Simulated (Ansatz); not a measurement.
Born–Oppenheimer molecular dynamics of C2H4FNO (9 atoms, charge 0, multiplicity 1). It starts at the highest image of a converged band. Of that band: The profile has 2 maxima (images 1, 5) with wells between them (image 2): this band takes more than one step, which may be the mechanism or a detour left from its start path. Neighbouring images differ by up to 3.6 eV, so the band resolves the path poorly. A vibrational analysis at the climbing image gives one clearly imaginary mode, 1085i cm⁻¹: a first-order saddle point.

The calculation used Ansatz, RKS PBE0/STO-3G.

| Item | Value |
| --- | --- |
| ensemble | NVE (velocity Verlet) |
| time step | 0.5 fs |
| steps asked | 200 |
| starting velocities drawn for | 100 K |
| seed | 5202 |

First frame:

```xyz
9
Properties=species:S:1:pos:R:3
O -0.568 0.652 1.805
C -0.704 -0.257 0.411
N 0.525 0.108 -0.213
C 0.807 -0.248 -1.437
F -0.043 -0.916 -2.274
H 0.435 0.846 1.708
H -1.600 0.204 -0.068
H -0.562 -0.414 1.922
H 1.799 -0.020 -1.872
```

**Question.** How far do the bonds stretch over the last three quarters of this one trajectory? (Pairs bonded in most of those frames.)

**Answer.** 
```
 bond  mean (Å)  spread (Å)  shortest  longest
O1–C2     1.459       0.056      1.34     1.55
O1–H6     1.029       0.020      0.99     1.09
C2–N3     1.548       0.062      1.45     1.65
C2–H7     1.132       0.064      1.01     1.25
C2–H8     1.218       0.175      0.90     1.59
N3–C4     1.309       0.012      1.29     1.34
C4–F5     1.371       0.021      1.33     1.41
C4–H9     1.111       0.002      1.10     1.12
```

Mean temperature of the second half: 2152 K. The conserved energy stayed within 3.4 meV per atom of its start (net change -0.69 meV per atom), so there is no drift, though single steps change it by up to 33 meV in the whole system, a sign of fast motions only just resolved. The system heated up, since it started high on the potential surface and ran downhill. A run of 0.1 ps of so small a system gives no equilibrium averages. The orbitals stay closed-shell, which can raise the energy where a bond breaks towards radicals; this wasn't checked here. Limits of this set-up: minimal basis.

The run took 4.5 min on 1 thread of Intel(R) Xeon(R) 6975P-C (Granite Rapids), on a shared host, peak memory 0.11 GiB.
